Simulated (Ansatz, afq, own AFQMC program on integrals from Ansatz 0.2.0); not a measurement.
# AlNH2, singlet in cc-pVDZ, levels against CCSDT(Q)

```json
{"atom": "Al", "x (Å)": "0.0000", "y (Å)": "0.0000", "z (Å)": "0.6968"}
{"atom": "N", "x (Å)": "0.0000", "y (Å)": "0.0000", "z (Å)": "-1.0992"}
{"atom": "H", "x (Å)": "0.0000", "y (Å)": "0.8223", "z (Å)": "-1.6887"}
{"atom": "H", "x (Å)": "0.0000", "y (Å)": "-0.8223", "z (Å)": "-1.6887"}
```

Connectivity, by distances: Al–NH2.

Basis cc-pVDZ. Noble-gas cores (and the filled d shells of Ga–Kr and In–Xe) are frozen. AFQMC by an in-house program on the Cholesky factors that Ansatz 0.2.0 writes for its CCSD(T) run. ph-AFQMC/CISD is guided by a CISD state made of CCSD amplitudes; releasing the constraint for a short imaginary time cuts its bias at the price of noise, slowly where states lie close. Free projection: walkers drawn from exp(T), propagated without any constraint. Its projection time is finite, and what remains of the start isn't in its error. ± is one standard error of the sampling.

Determinant: RHF, the one that the program's search chose, which needn't be the lowest solution. The geometry is a PBE0/def2-TZVP stationary point of this or a neighbouring charge and spin state.

No full CI on the walks' own integrals is used here; CCSDT(Q) serves as the reference and is uncertain by about the last step of the cluster series.

The T1 diagnostic is 0.0165, the weight of the determinant in the CISD state is 0.877 and the size of the correlated space is 10 electrons in 36 orbitals.

Reference: CCSDT(Q), correlation energy -6.935 eV. The released energy is read at 1.50 1/Eh (meV from the phaseless value at times in 1/Eh: -46 ± 15 at 0.24, -22 ± 12 at 0.50, -28 ± 13 at 1.00, -29 ± 14 at 1.50).

| level | E − E(reference) (kcal/mol) | share of correlation (%) |
| --- | --- | --- |
| HF | 159.93 | 0.00 |
| MP2 | 19.62 | 87.73 |
| CCSD | 4.87 | 96.95 |
| CCSD(T) | 0.76 | 99.52 |
| CCSDT | 0.42 | 99.74 |
| ph-AFQMC/HF | -1.59 ± 1.80 | 101.00 |
| ph-AFQMC/CISD | 0.41 ± 0.28 | 99.75 |
| released AFQMC | -0.27 ± 0.33 | 100.17 |
| free AFQMC | 0.30 ± 0.33 | 99.81 |

Free projections are given only where their last times agree within the noise and don't stop above the reference; a slow remainder of the start can still hide under it. A walk keeps the symmetry of its determinant, which the program's search chose and which needn't be the lowest solution, so a lower state of the same spin and another symmetry isn't excluded. Released energies are given only where the last usable release times agree within the noise; a slower fall can still hide under it.
